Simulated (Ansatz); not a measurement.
BFH₄Si, SMILES `B[SiH2]F`, 7 atoms. The species carries charge 0 and has multiplicity 1. All runs use 2 threads of an Intel Xeon Platinum 8488C on a shared host. Correlated methods freeze the cores. Open-shell runs search over several starts.

Task: Give the basis size and wall time and peak host memory of each of these runs in Ansatz. RHF-CCSD(T)/def2-SVP energy; RKS ωB97M-V/def2-QZVPP energy; RKS PBE0-D4/def2-TZVP frequencies; RKS PBE0-D4/def2-TZVP relaxation (5 steps); RKS r2SCAN0-D4/def2-TZVPP energy; UKS PBE0-D4/def2-TZVPP energy of the cation; UKS B3LYP-D4/def2-TZVPP energy of the cation; UHF-MP2/def2-QZVPP energy of the cation; RKS B2PLYP (frozen core)/def2-TZVPP energy; RKS PBE0-D4/def2-SVP energy; RHF-CCSD(T)/def2-TZVPP energy; UKS PBE-D4/def2-TZVPP energy of the cation. (An estimate is asked.)

Result: Ansatz gave: Other jobs shared the machine, so times are rough.

```json
{"level": "RKS PBE0-D4/def2-SVP", "job": "energy", "functions": "66", "wall time": "0.45 s", "peak host memory (GiB)": "0.13"}
{"level": "RHF-CCSD(T)/def2-SVP", "job": "energy", "functions": "66", "wall time": "0.75 s", "peak host memory (GiB)": "0.17"}
{"level": "RKS r2SCAN0-D4/def2-TZVPP", "job": "energy", "functions": "160", "wall time": "1.8 s", "peak host memory (GiB)": "0.31"}
{"level": "RKS B2PLYP (frozen core)/def2-TZVPP", "job": "energy", "functions": "160", "wall time": "1.9 s", "peak host memory (GiB)": "0.26"}
{"level": "UKS PBE-D4/def2-TZVPP", "job": "energy of the cation", "functions": "160", "wall time": "1.9 s", "peak host memory (GiB)": "0.21"}
{"level": "UKS PBE0-D4/def2-TZVPP", "job": "energy of the cation", "functions": "160", "wall time": "2.8 s", "peak host memory (GiB)": "0.35"}
{"level": "UKS B3LYP-D4/def2-TZVPP", "job": "energy of the cation", "functions": "160", "wall time": "2.9 s", "peak host memory (GiB)": "0.35"}
{"level": "RKS ωB97M-V/def2-QZVPP", "job": "energy", "functions": "304", "wall time": "6.5 s", "peak host memory (GiB)": "0.91"}
{"level": "RKS PBE0-D4/def2-TZVP", "job": "relaxation (5 steps)", "functions": "123", "wall time": "6.5 s", "peak host memory (GiB)": "0.21"}
{"level": "RHF-CCSD(T)/def2-TZVPP", "job": "energy", "functions": "160", "wall time": "11 s", "peak host memory (GiB)": "1.2"}
{"level": "UHF-MP2/def2-QZVPP", "job": "energy of the cation", "functions": "304", "wall time": "15 s", "peak host memory (GiB)": "1"}
{"level": "RKS PBE0-D4/def2-TZVP", "job": "frequencies", "functions": "123", "wall time": "31 s", "peak host memory (GiB)": "0.21"}
```

B3LYP here is the variant with VWN-RPA as its local correlation; programs differ in this.
